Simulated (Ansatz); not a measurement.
Reaction (isomerisation): `CC1N=C1S` → `CC1=NCS1`

Gas-phase electronic energies from Ansatz, PBE0-D4/def2-TZVP geometries. CCSD(T)/CBS adds triple-zeta CCSD(T) − MP2 to the extrapolated MP2 energy (def2 sets, frozen cores). Functionals use def2-TZVPP. B3LYP here is the variant with VWN-RPA as its local correlation; programs differ in this. Each species was taken in one conformer, which may not be the lowest.

```csv
level,ΔE (kcal/mol)
B3LYP-D4,-20.0
ωB97X-V,-20.6
ωB97M-V,-20.8
B2PLYP,-20.0
r2SCAN,-20.0
PBE0,-20.9
B3LYP,-19.4
MP2/def2-QZVPP,-20.9
```

Q: What does CCSD(T)/CBS give? (An estimate is asked.)

A: Computed: -21.6 kcal/mol. The listed levels differ from it by 1.6, 1.0, 0.8, 1.6, 1.6, 0.7, 2.2, 0.7 kcal/mol.

Largest T1 diagnostic among the species: 0.013.

From PBE to PBE0 (25 % exact exchange), in def2-TZVPP and without D4, ΔE moves by −1.1 kcal/mol.
